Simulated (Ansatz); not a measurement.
Here is an Ansatz input file for AlClO, SMILES [O]=[Al][Cl]. Write the same calculation for the Python package.

```yaml
crystal:
  periodic: [false, false, false]
  atoms:
    - { symbol: O, position_ang: [0.10747, 1.69426, 0.24596] }
    - { symbol: Al, position_ang: [0.00934, 0.14722, 0.02138] }
    - { symbol: Cl, position_ang: [-0.11682, -1.84149, -0.26733] }
basis:
  gaussian:
    orbitals: def2-SVP
hamiltonian:
  xc: pbe0
md:
  timestep: 0.5
  n_steps: 30
  ensemble: nve
  temperature: 800.0
  initial_velocities: maxwell_boltzmann
  seed: 37
```

`alclo.py`:
```python
"""A short Born-Oppenheimer trajectory of AlClO."""

from dataclasses import dataclass
import warnings

import ansatz as az
from ase import Atoms
import numpy as np


@dataclass(frozen=True)
class Settings:
    basis_set: str = "def2-SVP"
    functional: str = "PBE0"
    n_steps: int = 30
    temperature_k: int = 800


opts = Settings()


def main() -> None:
    warnings.simplefilter("ignore", az.DeckWarning)

    atoms = Atoms(["O", "Al", "Cl"], positions=[
        [0.10747, 1.69426, 0.24596],
        [0.00934, 0.14722, 0.02138],
        [-0.11682, -1.84149, -0.26733],
    ])
    geometry = az.Crystal.molecule_from_ase(atoms)

    base = (
        geometry.calculation()
        .basis(gaussian=opts.basis_set)
        .functional(opts.functional)
        .md("nve", timestep=0.5, steps=opts.n_steps, temperature=opts.temperature_k, initial_velocities="maxwell_boltzmann", seed=37)
    )
    frames = []
    outcome = base.session().plan().execute(on_event=lambda e: frames.append(e["data"]) if e["event"] == "md_step" else None)
    print("t (fs)   E_pot (eV)      E_kin (eV)   T (K)   d(0-1) (A)")
    for f in frames[::3]:
        xyz = np.array(f["positions_ang"])
        print(f"{f['time_fs']:6.2f} {f['lagrangian_ev']:14.5f} {f['e_kin_ev']:10.5f} {f['temperature_k']:8.1f} {np.linalg.norm(xyz[0] - xyz[1]):9.4f}")
    kept = np.array([f["conserved_ev"] for f in frames])
    print(f"conserved energy moves by at most {1000 * np.ptp(kept):.3f} meV")
    symbols = [site.symbol for site in geometry.cartesian_sites]
    with open("last_frame.xyz", "w") as handle:
        handle.write(f"{len(symbols)}\nt = {frames[-1]['time_fs']} fs\n")
        handle.writelines("{:2s} {:10.5f} {:10.5f} {:10.5f}\n".format(s, *xyz) for s, xyz in zip(symbols, frames[-1]["positions_ang"]))


if __name__ == "__main__":
    main()
```

```console
$ python alclo.py
t (fs)   E_pot (eV)      E_kin (eV)   T (K)   d(0-1) (A)
  0.00   -21150.43367    0.10341    800.0    1.5663
  1.50   -21150.45843    0.12814    991.3    1.5827
  3.00   -21150.47010    0.13982   1081.7    1.6001
  4.50   -21150.46904    0.13879   1073.7    1.6168
  6.00   -21150.45956    0.12935   1000.7    1.6312
  7.50   -21150.44736    0.11719    906.6    1.6424
  9.00   -21150.43728    0.10712    828.8    1.6496
 10.50   -21150.43198    0.10183    787.8    1.6523
 12.00   -21150.43162    0.10145    784.9    1.6507
 13.50   -21150.43412    0.10393    804.0    1.6451
 15.00   -21150.43594    0.10573    817.9    1.6360
conserved energy moves by at most 0.142 meV
```

Total energies depend on the basis set; only differences at equal settings carry meaning. The trajectory is only some femtoseconds long, so its temperature is not equilibrated; where the script doesn't relax first, it starts from a rough generated geometry. The temperature counts the internal degrees of freedom alone. Timing: 36 s on 1 thread of Arm Neoverse V1 (shared host), peak memory 0.17 GiB.

(Lines on the test bed's own set-up are left out of the output.)
